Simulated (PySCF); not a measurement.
# LiC from Hartree–Fock to correlated methods

State: ⁴Σ⁻ (quartet), unpaired electrons σ ↑, π ↑↑. Set-up: Li def2-TZVP, C def2-TZVP; no relativity (PySCF 2.14). De refers to Li + C in their high-spin ground configurations, without counterpoise correction. The functionals are run spin-unrestricted. A positive dipole means Li(−)C(+).

```
      Level  Re (Å)  ωe (cm⁻¹)  De (eV)  μ (D)
        UHF   1.881        720     1.91  -6.69
    UHF-MP2   1.883        704     2.56    n/a
UHF-SCS-MP2   1.881        707     2.30    n/a
   UHF-CCSD   1.883        704     2.45    n/a
UHF-CCSD(T)   1.885        700     2.49    n/a
        PBE   1.889        679     2.73  -6.00
       BP86   1.898        667     2.69  -6.11
     r²SCAN   1.889        689     2.79  -6.29
    r²SCANh   1.885        696     2.76  -6.35
       PBE0   1.875        703     2.64  -6.25
      B97-3   1.879        699     2.59  -6.47
  CAM-B3LYP   1.865        712     2.57  -6.30
```

The bond length runs from 1.865 Å (CAM-B3LYP) to 1.898 Å (BP86). De spans 1.91 eV (UHF, mean field) to 2.79 eV (r²SCAN, meta-GGA). Correlation at CCSD(T) changes the Hartree–Fock bond energy by +0.58 eV; the triples alone change it by +0.04 eV.

Correlated steps freeze 1 core orbital. The state was picked by a PBE0 search and need not be the measured ground state.

The whole job (state search and all levels along the bond) took about 1.2 min on 1 thread of Arm Neoverse V2 (shared host), peak memory 0.58 GiB.
